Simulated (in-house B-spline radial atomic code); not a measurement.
Values are calculated unless marked as measured or tabulated.
**Extrapolating the RPA correlation energy in partial waves: neutral xenon**

All-electron RPA on r2SCAN orbitals from a B-spline radial code for spherical atoms, scalar-relativistic (spin-free one-electron X2C), finite nucleus, configuration [Kr] 4d10 5s2 5p6. Spin-orbit coupling, left out, splits p levels strongly here. With empty states up to angular momentum L the sums are:

| L | E_c(L) (hartree) |
| --- | --- |
| 4 | -3.531170 |
| 5 | -3.827784 |
| 6 | -3.973571 |
| 7 | -4.051287 |
| 8 | -4.093734 |

For large l each further wave adds A/(l + 1/2)⁴, because the basis must build the cusp where two electrons meet.

(1) Estimate the limit from L = 7 and L = 8.

(2) How good is the estimate?

## Answers

(1) Wave 8 adds -0.042447, against a sum of (l + 1/2)⁻⁴ of 1.91569e-04, so A = -221.58. The sum over l > 8 is ζ(4, 9.5) = 4.5445e-04, close to 1/(3 × 9³) = 4.5725e-04. The tail is -0.100696 and the limit -4.19443 hartree.

(2) A run to L = 11 sums to -4.14480 and extrapolates to -4.17943 hartree, 2.66 millihartree from the run before, so it has not settled and is itself too deep. The estimate differs from that by -15.00 millihartree, while the bare sum at L = 8 misses 85.7 millihartree (2.1 %).
